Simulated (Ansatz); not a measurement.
## C5H7F, SMILES CC=C=CCF: a ranking of conformers, step by step

With Ansatz 0.2.0 through its Python package.

Notebook, run cell by cell (the value of a cell's last expression is shown):

```python
import ansatz
from rdkit import Chem
from rdkit.Chem import AllChem
```

```python
rd = Chem.AddHs(Chem.MolFromSmiles("CC=C=CCF"))
ids = list(AllChem.EmbedMultipleConfs(rd, numConfs=20, randomSeed=795, pruneRmsThresh=0.4))
field = [energy for _, energy in AllChem.MMFFOptimizeMoleculeConfs(rd)]
distinct = {round(e, 2): i for i, e in zip(ids, field)}
chosen = sorted(distinct.items())[:3]
found = []
for force_field, index in chosen:
    geometry = ansatz.Crystal.molecule()
    for atom, xyz in zip(rd.GetAtoms(), rd.GetConformer(index).GetPositions()):
        geometry = geometry.atom(atom.GetSymbol(), xyz.round(5).tolist())
    job = (
        geometry.calculation()
        .basis(gaussian="def2-SVP")
        .functional("r2scan", dispersion="d3bj")
    )
    found.append(job.run(threads=1, backend="cpu").report["free_energy_ev"])
print("conformer   MMFF (kcal/mol)   this level (eV)")
for (force_field, index), e in zip(chosen, found):
    print(f"{index:9d} {force_field - chosen[0][0]:17.2f} {(e - min(found)):17.3f}")
```

    DeckWarning: the engine holds no damping parameters fitted to this dispersion correction and functional, so the run takes those fitted to r2scan beside the three-body term, which d3bj leaves out (hamiltonian.dispersion, under Limitations)
    conformer   MMFF (kcal/mol)   this level (eV)
            4              0.00             0.162
            1              0.01             0.000

Notes:
- Warnings are shown shortened and without file and line.
- The conformers keep their force-field geometries.
- A dispersion term here runs with damping parameters fitted for another variant or functional.
- Run time: 12 s on 1 thread of Arm Neoverse V2, on a shared host, peak memory 0.29 GiB.
